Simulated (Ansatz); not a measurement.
# C₅H₁₀O: vertical ionisation energy

Aim: the vertical ionisation energy of C₅H₁₀O, as cation minus neutral at the neutral's geometry, on several levels, and how well −ε(HOMO) stands in for it.

Method: unrestricted cation, the program's frozen cores in correlated methods; program: Ansatz 0.2.0, Gaussian basis.

Plan: UKS PBE-D4/def2-TZVPP; UKS r2SCAN-D4/def2-TZVPP; UKS PBE0-D4/def2-TZVPP; UKS B3LYP-D4/def2-TZVPP; UKS wB97X-V/def2-TZVPP; UKS wB97M-V/def2-TZVPP; UKS B2PLYP/def2-TZVPP; UHF-CCSD(T)/def2-TZVPP; UHF-MP2/def2-QZVPP; extrapolation to the limit; then −ε(HOMO) from the neutral's earlier runs with LDA (SPW92), PBE-D4, revPBE-D4, BLYP-D4, r2SCAN-D4, B97M-V, PBE0-D4, B3LYP-D4, r2SCANh-D4, r2SCAN0-D4, HSE06-D4, BHLYP-D4, CAM-B3LYP-D4, LC-ωPBE, ωB97X-V, ωB97M-V.

### 1 The relaxed structure

All runs share one geometry, relaxed beforehand with PBE0-D4 in a triple-zeta def2 set.

SMILES `OC1CCCC1`, 16 atoms, charge 0, spin multiplicity 1.

Atoms are counted from 1 here; the program's logs count them from 0.

Bond lengths: O1–C2 1.419 Å, O1–H7 0.961 Å, C2–C3 1.539 Å, C2–C6 1.526 Å, C2–H8 1.091 Å, C3–C4 1.544 Å, C3–H9 1.092 Å, C3–H10 1.092 Å, C4–C5 1.532 Å, C4–H11 1.092 Å, C4–H12 1.093 Å, C5–C6 1.525 Å, C5–H13 1.097 Å, C5–H14 1.091 Å, C6–H15 1.096 Å, C6–H16 1.091 Å. Angles: C2–O1–H7 108.4°, O1–C2–C3 112.4°, O1–C2–C6 111.9°, O1–C2–H8 104.4°, C3–C2–C6 104.0°, C3–C2–H8 112.1°, C6–C2–H8 112.3°, C2–C3–C4 106.5°, C2–C3–H9 109.1°, C2–C3–H10 110.7°, C4–C3–H9 112.9°, C4–C3–H10 111.0°, H9–C3–H10 106.7°, C3–C4–C5 105.4°, C3–C4–H11 112.8°, C3–C4–H12 110.1°, C5–C4–H11 112.6°, C5–C4–H12 109.4° and more.

### 2 Cation, UKS PBE-D4/def2-TZVPP

in.yaml reads:

```yaml
crystal:
  periodic: [false, false, false]
  atoms:
    - {symbol: O, position_ang: [0.393430, 2.036285, 0.515518]}
    - {symbol: C, position_ang: [0.337178, 0.682523, 0.935998]}
    - {symbol: C, position_ang: [1.266419, -0.227247, 0.113509]}
    - {symbol: C, position_ang: [0.366680, -0.977733, -0.891679]}
    - {symbol: C, position_ang: [-1.025265, -0.357729, -0.733413]}
    - {symbol: C, position_ang: [-1.048900, 0.079098, 0.727085]}
    - {symbol: H, position_ang: [0.155992, 2.074865, -0.415142]}
    - {symbol: H, position_ang: [0.620611, 0.713366, 1.989418]}
    - {symbol: H, position_ang: [2.028235, 0.385578, -0.372969]}
    - {symbol: H, position_ang: [1.795977, -0.927156, 0.763745]}
    - {symbol: H, position_ang: [0.737691, -0.918326, -1.916629]}
    - {symbol: H, position_ang: [0.322989, -2.039672, -0.635444]}
    - {symbol: H, position_ang: [-1.139284, 0.512890, -1.390713]}
    - {symbol: H, position_ang: [-1.830960, -1.046634, -0.993449]}
    - {symbol: H, position_ang: [-1.163427, -0.800178, 1.370831]}
    - {symbol: H, position_ang: [-1.840366, 0.787472, 0.977835]}
basis:
  gaussian: {orbitals: def2-TZVPP}
total_charge: 1
magnetization: {spin_polarized: true, initial_magnetization: 1}
hamiltonian: {xc: pbe, dispersion: d4}
```

Command:

```sh
$ ansatz run in.yaml --threads 2 --pin off --events-out ev --progress --plain --max-ram 32768MiB --backend cuda --devices 0, --max-vram 18GiB
```

Further steps of the session: Cation, UKS r2SCAN-D4/def2-TZVPP; Cation, UKS PBE0-D4/def2-TZVPP; Cation, UKS B3LYP-D4/def2-TZVPP; Cation, UKS wB97X-V/def2-TZVPP; Cation, UKS wB97M-V/def2-TZVPP; Cation, UKS B2PLYP (frozen core)/def2-TZVPP; Cation, UHF-CCSD(T)/def2-TZVPP; Cation, UHF-MP2/def2-QZVPP.

Q: Predict the results of all the runs planned. Wanted: ionisation energy, CCSD(T)/CBS; nearest functional by difference; nearest −ε(HOMO); −ε(HOMO) of PBE; T1 of the cation.

**Answer**, as computed:

| quantity | value |
| --- | --- |
| ionisation energy, CCSD(T)/CBS | 10.29 eV |
| nearest functional by difference | ωB97X-V (-0.29 eV) |
| nearest −ε(HOMO) | LC-ωPBE (+0.09 eV) |
| −ε(HOMO) of PBE | 5.97 eV |
| T1 of the cation | 0.036 |

**Reading.** Energy differences with functionals land within 0.85 eV of the reference. The PBE orbital energy is 4.3 eV too small: a semilocal HOMO is no ionisation energy. Among orbital estimates LC-ωPBE comes nearest. Hartree-Fock falls 1.24 eV short, as the neutral has more correlation energy than the cation. The cation's T1 (from the report) is 0.036, near the customary mark of 0.045 for open shells, so the coupled-cluster value is less safe.
